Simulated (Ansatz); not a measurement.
bcc W

Method: r²SCAN (Ansatz, a quantum-chemistry and plane-wave program, PAW).

Numerical settings: plane-wave cutoff 500 eV, 32×32×32 k mesh, Fermi–Dirac smearing 0.1 eV, no spin polarisation, scalar-relativistic PAW data made under PBE.

Cell: relaxed at this level.

| Property | Value |
|---|---|
| volume per atom | 15.91 Å³/atom |
| equilibrium lattice constant a | 3.169 Å |

Measured, for comparison: equilibrium volume per atom 15.78 Å³/atom, lattice constant a 3.16 Å (static lattice: zero-point anharmonic expansion removed; as tabulated in Mejia-Rodriguez and Trickey (2018), arXiv:1807.09216). Computed (rounded) less measured: equilibrium volume per atom +0.8 %, lattice constant a +0.3 %.

Spin–orbit coupling is not included.

Computed values are for the static lattice.

The result took roughly 2.4 core-minutes.
